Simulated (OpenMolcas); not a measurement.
# [SiH3]+ (SMILES [SiH3+]): the energy, rung by rung

[SiH3]+: 4 atoms, total charge +1, spin state singlet. SMILES: `[SiH3+]`. Geometry: relaxed at PBE0-D4/def2-TZVP.

```jsonl
{"atom": "Si", "x (Å)": "0.0000", "y (Å)": "0.0000", "z (Å)": "0.0000"}
{"atom": "H", "x (Å)": "0.6869", "y (Å)": "0.6754", "z (Å)": "1.1130"}
{"atom": "H", "x (Å)": "-0.1184", "y (Å)": "-1.4672", "z (Å)": "-0.0099"}
{"atom": "H", "x (Å)": "-0.5685", "y (Å)": "0.7917", "z (Å)": "-1.1031"}
```

Each level gives the energy change with the Si1–H4 bond stretched from 1.472 to 1.840 Å (eV). The values are calculated.

```
                    level                   kind     program  value (eV)  less FCI/3-21G
    HF/3-21G (restricted)           Hartree–Fock  OpenMolcas        0.89           +0.24
   PBE/3-21G (restricted)                    GGA  OpenMolcas        0.65            0.00
r2SCAN/3-21G (restricted)               meta-GGA  OpenMolcas        0.73           +0.08
 B3LYP/3-21G (restricted)          global hybrid  OpenMolcas        0.73           +0.08
B2PLYP/3-21G (restricted)          double hybrid  OpenMolcas        0.76           +0.11
   MP2/3-21G (restricted)    perturbation theory  OpenMolcas        0.77           +0.12
  CISD/3-21G (restricted)  coupled cluster or CI  OpenMolcas        0.68           +0.03
                FCI/3-21G     exact in the basis  OpenMolcas        0.65            0.00
```

FCI/3-21G is exact within its basis and frozen core, so for wave-function methods in that basis the difference is their error; functionals converge differently with the basis, so for them it is only a difference. The first shape isn't each level's own minimum. The values span 0.65 to 0.89 eV. All rows use very small basis sets, so even the best lies far from the true value.
